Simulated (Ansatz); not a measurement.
BH3F− (SMILES [BH3-]F): the energy, rung by rung

BH3F− has 5 atoms, charge -1, and is taken as a singlet. As SMILES, `[BH3-]F`. The shape is that of a GFN2-xTB optimisation.

```csv
atom,x (Å),y (Å),z (Å)
B,-0.0357,0.0293,-0.0339
F,0.8556,-0.7179,0.8270
H,-1.0673,0.2642,0.5881
H,-0.2746,-0.6513,-1.0275
H,0.5221,1.0757,-0.3536
```

Each level gives the energy change with the B1–H5 bond stretched from 1.228 to 1.842 Å (eV). The values are calculated.

```json
{"level": "SVWN5/STO-3G (restricted)", "kind": "LDA", "program": "Ansatz", "value (eV)": "2.02", "less FCI/STO-3G": "-0.17"}
{"level": "r2SCAN/STO-3G (restricted)", "kind": "meta-GGA", "program": "Ansatz", "value (eV)": "2.06", "less FCI/STO-3G": "-0.13"}
{"level": "B3LYP/STO-3G (restricted)", "kind": "global hybrid", "program": "Ansatz", "value (eV)": "2.08", "less FCI/STO-3G": "-0.11"}
{"level": "BHLYP/STO-3G (restricted)", "kind": "global hybrid", "program": "Ansatz", "value (eV)": "2.46", "less FCI/STO-3G": "+0.27"}
{"level": "BCCD(T)/STO-3G (restricted)", "kind": "coupled cluster or CI", "program": "Ansatz", "value (eV)": "2.20", "less FCI/STO-3G": "+0.01"}
{"level": "CCSD(T)/STO-3G (restricted)", "kind": "coupled cluster or CI", "program": "Ansatz", "value (eV)": "2.20", "less FCI/STO-3G": "+0.01"}
{"level": "CCSDT(Q)/STO-3G (restricted)", "kind": "coupled cluster or CI", "program": "Ansatz", "value (eV)": "2.19", "less FCI/STO-3G": "0.00"}
{"level": "CCSDT/STO-3G (restricted)", "kind": "coupled cluster or CI", "program": "Ansatz", "value (eV)": "2.19", "less FCI/STO-3G": "0.00"}
{"level": "FCI/STO-3G", "kind": "exact in the basis", "program": "Ansatz", "value (eV)": "2.19", "less FCI/STO-3G": "0.00"}
```

FCI/STO-3G is exact within its basis and frozen core, so for wave-function methods in that basis the difference is their error; functionals converge differently with the basis, so for them it is only a difference. Sets without diffuse functions describe the anion poorly. The first shape isn't each level's own minimum. The values span 2.02 to 2.46 eV. All rows use very small basis sets, so none should be taken for the real molecule's value.
